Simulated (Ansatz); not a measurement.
# CH₃LiS (SMILES [Li][CH2]S): functionals against CCSD(T) at one geometry

A test off equilibrium: a structure displaced at random from a GFN2-xTB minimum is computed at several levels, and each is set against CCSD(T).

Computed with Ansatz 0.2.0, Gaussian basis. Level: single points in def2-TZVPP.

Cores are frozen in the correlated methods. The outer core shell of Li, Na, Mg and K is correlated.

### 1 The system as given

SMILES `[Li][CH2]S`, 6 atoms, charge 0, spin multiplicity 1.

Atoms are counted from 1 here; the program's logs count them from 0.

Bond lengths: Li1–C2 1.751 Å, Li1–S3 2.574 Å, C2–S3 1.838 Å, C2–H4 1.218 Å, C2–H5 1.249 Å, S3–H6 1.580 Å. Angles: C2–Li1–S3 45.5°, Li1–C2–S3 91.6°, Li1–C2–H4 113.8°, Li1–C2–H5 157.5°, S3–C2–H4 93.4°, S3–C2–H5 100.0°, H4–C2–H5 84.9°, Li1–S3–C2 42.9°, Li1–S3–H6 93.9°, C2–S3–H6 97.4°.

Geometry (Å):

```xyz
6

Li   -1.03680    1.30580   -0.57550
C    -0.06170   -0.14830   -0.62050
S    -0.05990   -0.26590    1.21390
H    -0.70910   -1.17070   -0.75740
H     0.92300   -0.86940   -0.88390
H     1.20520    0.64340    1.47510
```

### 2 CCSD(T)/def2-TZVPP

run/in.yaml reads:

```yaml
crystal:
  periodic: [false, false, false]
  atoms:
    - {symbol: Li, position_ang: [-1.036800, 1.305800, -0.575500]}
    - {symbol: C, position_ang: [-0.061700, -0.148300, -0.620500]}
    - {symbol: S, position_ang: [-0.059900, -0.265900, 1.213900]}
    - {symbol: H, position_ang: [-0.709100, -1.170700, -0.757400]}
    - {symbol: H, position_ang: [0.923000, -0.869400, -0.883900]}
    - {symbol: H, position_ang: [1.205200, 0.643400, 1.475100]}
basis:
  gaussian: {orbitals: def2-TZVPP}
correlation: {method: ccsd_t}
output: {forces: true}
```

The command line of these runs was not kept.

### 3 PBE0-D4/def2-TZVPP

Changes to run/in.yaml since step 2:

```diff
@@ -11,3 +11,3 @@
   gaussian: {orbitals: def2-TZVPP}
-correlation: {method: ccsd_t}
-output: {forces: true}
+hamiltonian: {xc: pbe0, dispersion: d4}
+output: {forces: true, orbitals: {seedname: orbitals}}
```

### 4 wB97M-V/def2-TZVPP

Changes to run/in.yaml since step 3:

```diff
@@ -11,3 +11,3 @@
   gaussian: {orbitals: def2-TZVPP}
-hamiltonian: {xc: pbe0, dispersion: d4}
-output: {forces: true, orbitals: {seedname: orbitals}}
+hamiltonian: {xc: {name: wB97M-V}}
+output: {forces: true}
```

### 5 r2SCAN-D4/def2-TZVPP

Changes to run/in.yaml since step 4:

```diff
@@ -11,3 +11,3 @@
   gaussian: {orbitals: def2-TZVPP}
-hamiltonian: {xc: {name: wB97M-V}}
+hamiltonian: {xc: r2scan, dispersion: d4}
 output: {forces: true}
```

### 6 PBE-D4/def2-TZVPP

Changes to run/in.yaml since step 5:

```diff
@@ -11,3 +11,3 @@
   gaussian: {orbitals: def2-TZVPP}
-hamiltonian: {xc: r2scan, dispersion: d4}
+hamiltonian: {xc: pbe, dispersion: d4}
 output: {forces: true}
```

### 7 r2SCAN0-D4/def2-TZVPP

Changes to run/in.yaml since step 6:

```diff
@@ -11,3 +11,3 @@
   gaussian: {orbitals: def2-TZVPP}
-hamiltonian: {xc: pbe, dispersion: d4}
+hamiltonian: {xc: {name: r2SCAN0}, dispersion: d4}
 output: {forces: true}
```

### 8 HSE06-D4/def2-TZVPP

Changes to run/in.yaml since step 7:

```diff
@@ -11,3 +11,3 @@
   gaussian: {orbitals: def2-TZVPP}
-hamiltonian: {xc: {name: r2SCAN0}, dispersion: d4}
+hamiltonian: {xc: hse06, dispersion: d4}
 output: {forces: true}
```

(Steps that only read results are left out.)

What does the calculation give? Wanted: energy less free atoms, CCSD(T)/def2-TZVPP; RMS force component; RMS force error; HOMO and LUMO, PBE0-D4; T1 diagnostic.

The runs gave:

```
                                  quantity                                                                                               value
energy less free atoms, CCSD(T)/def2-TZVPP                                                                                      -1575.4 kJ/mol
                       RMS force component                                                                2.087 to 2.358 eV/Å over the methods
                           RMS force error  PBE0-D4 0.135, wB97M-V 0.106, r2SCAN-D4 0.076, PBE-D4 0.196, r2SCAN0-D4 0.167, HSE06-D4 0.132 eV/Å
                    HOMO and LUMO, PBE0-D4                                                                                  -5.38 and -0.99 eV
                             T1 diagnostic                                                                                               0.012
```

In words: Against CCSD(T) the functionals' energies less atoms differ by -100.5 to -26.0 kJ/mol, PBE-D4 by -100.5 kJ/mol. The reference is not at the basis limit: in triple zeta CCSD(T) underbinds, which counts against methods that bind more; the gaps are no ranking. The forces of r2SCAN-D4 come nearest to CCSD(T), those of PBE-D4 are farthest. Frozen-core CCSD(T) forces in triple zeta carry basis errors of their own, and this is one geometry, so small gaps rank nothing.
